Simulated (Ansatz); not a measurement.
**BH₃S: up Jacob's ladder to CCSD(T)**

The task here is to estimate one member of a computed series from the others.

Computed with Ansatz 0.2.0, Gaussian basis. Level: functionals in def2-TZVPP, the program's frozen cores in correlated methods.

Levels to be run: LDA (SPW92), PBE-D4, revPBE-D4, BLYP-D4, r2SCAN-D4, B97M-V, PBE0-D4, B3LYP-D4, r2SCANh-D4, r2SCAN0-D4, HSE06-D4, BHLYP-D4, CAM-B3LYP-D4, LC-ωPBE, ωB97X-V, ωB97M-V, B2PLYP, PBE-QIDH; CCSD(T)/def2-SVP; CCSD(T)/def2-TZVPP; CCSD(T)/def2-QZVPP; extrapolation to the limit; RPA on PBE.

## The relaxed structure

The geometry comes from an earlier relaxation with PBE0-D4 in a triple-zeta def2 set; it is a stationary point.

5 atoms, charge 0, spin multiplicity 1.

Atoms are counted from 1 here; the program's logs count them from 0.

Bond lengths: B1–S2 1.765 Å, B1–H3 1.192 Å, B1–H4 1.190 Å, S2–H5 1.344 Å. Angles: S2–B1–H3 115.8°, S2–B1–H4 121.4°, H3–B1–H4 122.7°, B1–S2–H5 99.2°.

Set-up of the first run:

in.yaml

```yaml
crystal:
  periodic: [false, false, false]
  atoms:
    - {symbol: B, position_ang: [-0.392094, -0.421012, 0.088133]}
    - {symbol: S, position_ang: [0.161655, 1.236922, -0.154268]}
    - {symbol: H, position_ang: [-1.562860, -0.556387, 0.264240]}
    - {symbol: H, position_ang: [0.367105, -1.337626, 0.074199]}
    - {symbol: H, position_ang: [1.476094, 1.004404, -0.313604]}
basis:
  gaussian: {orbitals: def2-TZVPP}
hamiltonian: {xc: lda}
output: {orbitals: {seedname: orbitals}}
```

The run is started by

```sh
$ ansatz run in.yaml --threads 2 --pin off --events-out ev --progress --plain --max-ram 22528MiB --backend cpu
```

Steps of the session up to this table: LDA; PBE-D4 (GGA); revPBE-D4 (GGA); BLYP-D4 (GGA); r2SCAN-D4 (meta-GGA); B97M-V (meta-GGA); PBE0-D4 (hybrid); B3LYP-D4 (hybrid); r2SCANh-D4 (hybrid); r2SCAN0-D4 (hybrid); HSE06-D4 (hybrid); BHLYP-D4 (hybrid); CAM-B3LYP-D4 (range-separated); LC-ωPBE (range-separated); ωB97X-V (range-separated); ωB97M-V (range-separated); B2PLYP (double hybrid); PBE-QIDH (double hybrid).

One table of the session follows, with a row left open; its other results are not shown here.

It belongs to the step «Frontier levels by functional». 

| functional | HOMO (eV) | gap (eV) |
| --- | --- | --- |
| LDA (SPW92) | -7.50 | 4.98 |
| PBE-D4 | -7.35 | 5.07 |
| revPBE-D4 | -7.29 | 5.11 |
| BLYP-D4 | -7.15 | 5.05 |
| r2SCAN-D4 | -7.58 | 5.64 |
| B97M-V | -7.64 | 5.65 |
| PBE0-D4 | -8.48 | 7.17 |
| B3LYP-D4 | -8.22 | 6.71 |
| r2SCANh-D4 | -8.00 | 6.40 |
| r2SCAN0-D4 | -8.64 | 7.53 |
| HSE06-D4 | -8.08 | 6.38 |
| BHLYP-D4 | -9.44 | 9.17 |
| CAM-B3LYP-D4 | -9.77 | 9.57 |
| LC-ωPBE | ? | ? |
| ωB97X-V | -10.81 | 11.69 |
| ωB97M-V | -10.67 | 11.33 |

**Question.** Estimate the row for LC-ωPBE.

**Answer.** HOMO (eV): -11.20; gap (eV): 12.14. In the column «HOMO (eV)» it is the lowest.
